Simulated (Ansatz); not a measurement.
This geometry of C2H4N2O (9 atoms, charge 0, multiplicity 1) is a first-order saddle point.

Computed with Ansatz 0.2.0, RKS B3LYP-D4/def2-SVP.

```xyz
9
Properties=species:S:1:pos:R:3
N -1.323 0.366 0.617
C -0.308 -0.521 0.278
N 1.211 -0.287 0.818
C 0.891 -0.120 -0.381
O 1.410 0.293 -1.537
H -1.419 1.249 0.138
H -2.122 0.037 1.137
H -0.595 -1.580 0.293
H 2.344 0.518 -1.380
```

Question: Which two structures does it join? (They come from a converged band through this point; their orientation in space is the band's.)

Answer: No bond is made or broken. The height of N1 over the plane of its neighbours goes from -0.34 to 0.29 Å.

First end point:

```xyz
9
Properties=species:S:1:pos:R:3
N -1.492 0.262 0.372
C -0.344 -0.541 0.218
N 1.079 -0.128 0.830
C 0.859 -0.097 -0.405
O 1.458 0.224 -1.546
H -1.291 1.258 0.316
H -1.979 0.071 1.246
H -0.562 -1.615 0.289
H 2.362 0.520 -1.338
```

Last end point:

```xyz
9
Properties=species:S:1:pos:R:3
N -1.263 0.436 0.722
C -0.296 -0.501 0.305
N 1.209 -0.332 0.813
C 0.895 -0.113 -0.379
O 1.410 0.320 -1.525
H -1.490 1.152 0.039
H -2.106 0.022 1.103
H -0.622 -1.551 0.281
H 2.351 0.521 -1.376
```

Question: How far does it lie above each of them?

Answer: 0.131 eV above the first and 0.016 eV above the second. This is the barrier of this one path; another mechanism may lie lower.

The run took 80 s on 1 thread of Intel(R) Xeon(R) 6975P-C (Granite Rapids), with other jobs on the host, peak memory 0.2 GiB.
